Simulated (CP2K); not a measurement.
**HF/STO-3G run of C2H3F3 (1,1,1-trifluoroethane)**

What is the vertical singlet–triplet gap of C2H3F3 (1,1,1-trifluoroethane) at HF/STO-3G? 

The results are computed with CP2K 2026.2.

7 further runs of the same task are left out: 6 that didn't finish, 1 set aside as unsound or not needed.

### 1 The structure to begin with

The species is C2H3F3 (8 atoms), meant as a singlet with charge 0. SMILES: `CC(F)(F)F`. The coordinates come from a PBE0-D4/def2-TZVP relaxation.

Bond lengths: C1–C2 1.497 Å, C2–F3 1.341 Å, C2–F4 1.341 Å, C2–F5 1.341 Å, C1–H6 1.089 Å, C1–H7 1.089 Å, C1–H8 1.089 Å. Some angles: C1–C2–F3 111.8°, C1–C2–F4 111.8°, C1–C2–F5 111.8°, F3–C2–F4 107.1°, F3–C2–F5 107.1°, F4–C2–F5 107.1°, C2–C1–H6 109.3°, C2–C1–H7 109.3°, C2–C1–H8 109.3°, H6–C1–H7 109.7°.

### 2 A single-point energy at HF/STO-3G

Input file mol.inp:

```
&GLOBAL
  PROJECT_NAME mol
  RUN_TYPE ENERGY
  PRINT_LEVEL MEDIUM
&END GLOBAL

&FORCE_EVAL
  METHOD QUICKSTEP
  &DFT
    BASIS_SET_FILE_NAME ./sto_3g.basis
    POTENTIAL_FILE_NAME POTENTIAL
    &QS
      METHOD GAPW
      EPS_DEFAULT 1.0E-10
    &END QS
    &MGRID
      CUTOFF 280
      REL_CUTOFF 50
      NGRIDS 4
    &END MGRID
    &POISSON
      PERIODIC NONE
      POISSON_SOLVER MULTIPOLE
    &END POISSON
    &SCF
      SCF_GUESS ATOMIC
      EPS_SCF 1.0E-07
      MAX_SCF 150
      ADDED_MOS 5
      &DIAGONALIZATION
        ALGORITHM STANDARD
      &END DIAGONALIZATION
      &MIXING
        METHOD DIRECT_P_MIXING
        ALPHA 0.4
      &END MIXING
    &END SCF
    &XC
      &XC_FUNCTIONAL NONE
      &END XC_FUNCTIONAL
      &HF
        FRACTION 1
        &SCREENING
          EPS_SCHWARZ 1.0E-10
        &END SCREENING
        &MEMORY
          MAX_MEMORY 1050
        &END MEMORY
      &END HF
    &END XC
    &PRINT
      &MOMENTS
        PERIODIC F
        REFERENCE COM
        MAX_MOMENT 1
      &END MOMENTS
      &MO ON
        ENERGIES T
        OCCUPATION_NUMBERS T
        NDIGITS 6
        &EACH
          QS_SCF 0
        &END EACH
        ADD_LAST NUMERIC
      &END MO
      &LOWDIN ON
      &END LOWDIN
      &HIRSHFELD OFF
      &END HIRSHFELD
    &END PRINT
  &END DFT
  &SUBSYS
    &CELL
      ABC 10.2 9.6 10.1
      PERIODIC NONE
    &END CELL
    &COORD
      C     -0.615400    -0.141500     0.471500
      C      0.557600     0.109900    -0.423700
      F      1.692800    -0.382000     0.093900
      F      0.395200    -0.458200    -1.627700
      F      0.754200     1.420300    -0.629900
      H     -0.441600     0.335800     1.434900
      H     -0.738000    -1.214600     0.611200
      H     -1.512600     0.273100     0.014000
    &END COORD
    &TOPOLOGY
      &CENTER_COORDINATES
      &END CENTER_COORDINATES
    &END TOPOLOGY
    &KIND C
      BASIS_SET STO-3G
      POTENTIAL ALL
      LEBEDEV_GRID 194
      RADIAL_GRID 100
    &END KIND
    &KIND F
      BASIS_SET STO-3G
      POTENTIAL ALL
      LEBEDEV_GRID 194
      RADIAL_GRID 100
    &END KIND
    &KIND H
      BASIS_SET STO-3G
      POTENTIAL ALL
      LEBEDEV_GRID 194
      RADIAL_GRID 100
    &END KIND
  &END SUBSYS
&END FORCE_EVAL
```

Run with:

```bash
$ OMP_NUM_THREADS=1 cp2k.psmp -i mol.inp > mol.out 2>&1
```

The program printed:

```text
CP2K| version string:                                       CP2K version 2026.2
[...]
 GLOBAL| Method name                                                        CP2K
[...]
 GLOBAL| Run type                                                         ENERGY
[...]
 DFT| Spin restricted Kohn-Sham (RKS) calculation                            RKS
 DFT| Multiplicity                                                             1
[...]
 DFT| Charge                                                                   0
[...]
 QS| Method:                                                                GAPW
[...]
 QS| Density cutoff [a.u.]:                                                140.0
[...]
 QS| Relative density cutoff [a.u.]:                                        25.0
[...]
                             - Atoms:                                          8
[...]
                             - Spherical basis functions:                     28
[...]
 Number of electrons:                                                         42
[...]
     1 P_Mix/Diag. 0.40E+00    1.3     1.32272417      -370.2839124232 -3.70E+02
[...]
    17 DIIS/Diag.  0.14E-07    0.6     0.00000001      -370.6844320093  5.12E-13
  *** SCF run converged in    17 steps ***
[...]
  Overlap energy of the core charge distribution:               0.00000286724713
  Self energy of the core charge distribution:               -376.14708416910514
  Core Hamiltonian energy:                                    -23.24420585105294
  Hartree energy:                                              94.80317965288546
  Exchange-correlation energy:                                  0.00000000000000
  Hartree-Fock Exchange energy:                               -42.23940101393124
[...]
                     Mulliken Population Analysis
 #  Atom  Element  Kind  Atomic population                           Net charge
       1     C        1          6.221867                             -0.221867
       2     C        1          5.537263                              0.462737
       3     F        2          9.167066                             -0.167066
       4     F        2          9.167057                             -0.167057
       5     F        2          9.167013                             -0.167013
       6     H        3          0.913242                              0.086758
       7     H        3          0.913260                              0.086740
       8     H        3          0.913233                              0.086767
 # Total charge                             42.000000                  0.000000
[...]
  Dipole moment [Debye]
    X= -0.1237722E+01 Y= -0.2646172E+00 Z=  0.9447243E+00  Total=      1.5793933
 ENERGY| Total FORCE_EVAL ( QS ) energy [hartree]           -370.684432009267994
[...]
```

Run time: 14 s. Hardware: 1 thread of Intel Xeon at 2.70GHz, shared host; peak memory 0.57 GiB.

### 3 The triplet, same level

Input file calc.inp:

```
&GLOBAL
  PROJECT_NAME calc
  RUN_TYPE ENERGY
  PRINT_LEVEL MEDIUM
&END GLOBAL
&FORCE_EVAL
  METHOD Quickstep
  &DFT
    BASIS_SET_FILE_NAME ./sto_3g.basis
    POTENTIAL_FILE_NAME POTENTIAL
    CHARGE 0
    MULTIPLICITY 3
    UNRESTRICTED_KOHN_SHAM T
    &QS
      METHOD GAPW
      EPS_DEFAULT 1.0E-10
    &END QS
    &MGRID
      CUTOFF 280
      REL_CUTOFF 50
      NGRIDS 4
    &END MGRID
    &POISSON
      PERIODIC NONE
      POISSON_SOLVER MULTIPOLE
    &END POISSON
    &SCF
      SCF_GUESS ATOMIC
      EPS_SCF 1.0E-06
      MAX_SCF 40
      &OT ON
        MINIMIZER CG
        PRECONDITIONER FULL_ALL
      &END OT
      &OUTER_SCF
        EPS_SCF 1.0E-06
        MAX_SCF 10
      &END OUTER_SCF
    &END SCF
    &XC
      &XC_FUNCTIONAL NONE
      &END XC_FUNCTIONAL
      &HF
        FRACTION 1
        &SCREENING
          EPS_SCHWARZ 1.0E-10
          SCREEN_ON_INITIAL_P F
        &END SCREENING
        &INTERACTION_POTENTIAL
          POTENTIAL_TYPE COULOMB
        &END INTERACTION_POTENTIAL
        &MEMORY
          MAX_MEMORY 1050
        &END MEMORY
      &END HF
    &END XC
    &PRINT
      &MOMENTS
        PERIODIC F
        REFERENCE COM
        MAX_MOMENT 1
      &END MOMENTS
      &MO_CUBES
        NLUMO 3
        NHOMO -1
        WRITE_CUBE F
      &END MO_CUBES
      &LOWDIN ON
      &END LOWDIN
      &HIRSHFELD OFF
      &END HIRSHFELD
    &END PRINT
  &END DFT
  &SUBSYS
    &CELL
      ABC [angstrom] 10.2 9.6 10.1
      PERIODIC NONE
    &END CELL
    &COORD
      UNIT bohr
      C     -1.1629375    -0.2673962     0.8910059
      C      1.0537113     0.2076809    -0.8006770
      F      3.1989284    -0.7218754     0.1774453
      F      0.7468198    -0.8658725    -3.0759072
      F      1.4252314     2.6839780    -1.1903385
      H     -0.8345031     0.6345700     2.7115680
      H     -1.3946179    -2.2952614     1.1550006
      H     -2.8583997     0.5160842     0.0264562
    &END COORD
    &TOPOLOGY
      &CENTER_COORDINATES
      &END CENTER_COORDINATES
    &END TOPOLOGY
    &KIND C
      BASIS_SET STO-3G
      POTENTIAL ALL
      LEBEDEV_GRID 194
      RADIAL_GRID 100
    &END KIND
    &KIND F
      BASIS_SET STO-3G
      POTENTIAL ALL
      LEBEDEV_GRID 194
      RADIAL_GRID 100
    &END KIND
    &KIND H
      BASIS_SET STO-3G
      POTENTIAL ALL
      LEBEDEV_GRID 194
      RADIAL_GRID 100
    &END KIND
  &END SUBSYS
&END FORCE_EVAL
```

Run with:

```bash
$ OMP_NUM_THREADS=1 cp2k.psmp -i calc.inp > calc.out 2>&1
```

The program printed, cut to the lines that bear on the results:

```text
CP2K| version string:                                       CP2K version 2026.2
[...]
 GLOBAL| Method name                                                        CP2K
[...]
 GLOBAL| Run type                                                         ENERGY
[...]
 DFT| Spin unrestricted (spin-polarized) Kohn-Sham calculation               UKS
 DFT| Multiplicity                                                             3
[...]
 DFT| Charge                                                                   0
[...]
 QS| Method:                                                                GAPW
[...]
 QS| Density cutoff [a.u.]:                                                140.0
[...]
 QS| Relative density cutoff [a.u.]:                                        25.0
[...]
                             - Atoms:                                          8
[...]
                             - Spherical basis functions:                     28
[...]
 Number of electrons:                                                         22
[...]
     1 OT CG       0.15E+00    1.3     0.60582147      -335.9540741008 -3.36E+02
[...]
    21 OT CG       0.74E+00    0.8     0.00000084      -370.2365156051 -2.44E-09
  *** SCF run converged in    21 steps ***
[...]
  Overlap energy of the core charge distribution:               0.00000286724831
  Self energy of the core charge distribution:               -376.14708416910514
  Core Hamiltonian energy:                                    -22.60673112296148
  Hartree energy:                                              94.67140986076687
  Exchange-correlation energy:                                  0.00000000000000
  Hartree-Fock Exchange energy:                               -42.31212335700138
[...]
                     Mulliken Population Analysis
 #  Atom  Element  Kind  Atomic population (alpha,beta) Net charge  Spin moment
       1     C        1         3.084452     3.125476    -0.209929    -0.041024
       2     C        1         3.311721     2.498748     0.189531     0.812973
       3     F        2         4.590102     4.610936    -0.201038    -0.020835
       4     F        2         4.590094     4.610920    -0.201015    -0.020826
[...]
  Dipole moment [Debye]
    X= -0.5193836E+00 Y=  0.2398675E+01 Z=  0.2854670E+00  Total=      2.4708078
[...]
 HOMO - LUMO gap [eV] :   15.240944
 ENERGY| Total FORCE_EVAL ( QS ) energy [hartree]           -370.236515605141278
[...]
```

It took 99 s on 1 thread of Intel Xeon at 2.70GHz, shared host; peak memory 0.6 GiB.

### 4 Summary of results

Level: HF/STO-3G.

| quantity | value |
| --- | --- |
| singlet: total energy | -370.68443 Eh |
| singlet: dipole moment | 1.58 D |
| singlet: HOMO energy | -11.30 eV |
| singlet: LUMO energy | 15.11 eV |
| singlet: HOMO–LUMO gap | 26.40 eV |
| triplet: total energy | -370.23652 Eh |
| triplet: dipole moment | 2.47 D |
| triplet: HOMO energy (highest over α and β) | 0.74 eV |
| triplet: LUMO energy (lowest over α and β) | 4.77 eV |
| triplet: ⟨S²⟩ | 2.006 |
| vertical energy of the triplet above the singlet | 12.188 eV |

**Reading.** At this shape the triplet lies 12.19 eV (281 kcal/mol) above the singlet. In a minimal basis such a difference can be off by several eV, whatever the method.
